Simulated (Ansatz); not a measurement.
Molecule: benzene, C6H6, net charge 0, singlet state. 
Geometry from a B3LYP-D3(BJ)/def2-TZVP (Ansatz, a first-principles code) optimisation:
```
C
H 1 1.0826
C 1 1.3905 2 120.00
H 3 1.0826 1 120.00 2 0.00
C 3 1.3905 4 120.00 1 180.00
H 5 1.0826 3 120.00 4 0.00
C 1 1.3905 2 120.00 3 180.00
H 7 1.0826 1 120.00 2 0.00
C 7 1.3905 8 120.00 1 -180.00
H 9 1.0826 7 120.00 8 0.00
C 9 1.3905 10 120.00 7 180.00
H 11 1.0826 9 120.00 10 0.00
```
Charge 0, spin multiplicity 1.

Quantity: vertical triplet-singlet gap (E(triplet) - E(singlet); each state is the SCF solution reached for its spin; the molecule has degenerate orbitals, so one determinant may break the symmetry; the UHF <S^2> is 2.33 for the triplet (pure: 2.00); for the singlet the Hartree-Fock reference is unstable and T1 is 0.010), in kcal/mol. Cores are frozen in the correlated levels unless marked. Open shells are spin-unrestricted. Spin-orbit coupling is left out. No relativistic terms. 

| level | program | vertical triplet-singlet gap (kcal/mol) |
|---|---|---|
| HF/aug-cc-pVDZ | Ansatz | 78.4 |
| HF/aug-cc-pVTZ | Ansatz | 77.7 |
| SVWN5/def2-TZVPD | Ansatz | 106.9 |
| PBE/def2-TZVPD | Ansatz | 102.0 |
| r2SCAN/def2-TZVPD | Ansatz | 97.3 |
| B3LYP/def2-TZVPD | Ansatz | 101.9 |
| PBE0/def2-TZVPD | Ansatz | 100.0 |
| BHLYP/def2-TZVPD | Ansatz | 98.0 |
| CAM-B3LYP/def2-TZVPD | Ansatz | 101.2 |
| wB97M-V/def2-TZVPD | Ansatz | 105.9 |
| B2PLYP/def2-TZVPD | Ansatz | 106.6 |
| MP2/aug-cc-pVDZ | Ansatz | 125.2 |
| RI-MP2/aug-cc-pVTZ | Ansatz | 125.5 |
| SCS-MP2/aug-cc-pVDZ | Ansatz | 122.2 |
